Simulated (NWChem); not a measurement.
**One site exchanged: C, Ge, Zr, Ti**

Each species was optimised at PBE0/def2-SVP with NWChem, gas phase unless a solvent is named. Some are not confirmed as minima by frequencies. def2 effective core potentials on Zr; no spin-orbit coupling.

A: CCl (CH3Cl)
B: [Cl][GeH3] (GeH$_{3}$Cl)
C: [Cl][ZrH3] (ZrH3Cl)
D: [Cl][TiH3] (TiH3Cl)

| quantity | A (C) | B (Ge) | C (Zr) | D (Ti) |
|---|---|---|---|---|
| Pauling electronegativity of the site (pymatgen's table) | 2.55 | 2.01 | 1.33 | 1.54 |
| electrons in the molecule | 26 | 52 | 60 | 42 |
| dipole (D), PBE0/def2-SVP | 1.87 | 1.96 | 0.72 | 0.56 |
| orbital gap (eV), PBE0/def2-SVP | 9.59 | 8.50 | 6.13 | 6.04 |
| vertical ionisation energy, ΔSCF, B3LYP/def2-SVP (eV) | 11.17 | 11.09 | 10.80 | 11.29 |
| static polarisability, B3LYP/def2-SVPD (bohr³) | 29.5 | 46.9 | 63.8 | 57.9 |
| lowest singlet excitation, B3LYP/def2-SVPD, TDA (eV) | 7.19 | 6.54 | 4.00 | 3.27 |

“Dipole (D), PBE0/def2-SVP” runs from 0.56 in D (Ti) to 1.96 in B (Ge), in no step with either the site's electronegativity or the electron count. “Orbital gap (eV), PBE0/def2-SVP” runs from 6.04 in D (Ti) to 9.59 in A (C), in no step with either the site's electronegativity or the electron count. “Vertical ionisation energy, ΔSCF, B3LYP/def2-SVP (eV)” runs from 10.80 in C (Zr) to 11.29 in D (Ti), in no step with either the site's electronegativity or the electron count. “Static polarisability, B3LYP/def2-SVPD (bohr³)” runs from 29.5 in A (C) to 63.8 in C (Zr), falling in step with the site's electronegativity. “Lowest singlet excitation, B3LYP/def2-SVPD, TDA (eV)” runs from 3.27 in D (Ti) to 7.19 in A (C), in no step with either the site's electronegativity or the electron count. The order by orbital gap (eV) is the same as the order by lowest singlet excitation. The order by vertical ionisation energy is neither the same as nor the reverse of the order by static polarisability.

These are trends among computed rows of three or four species; they are not measurements.
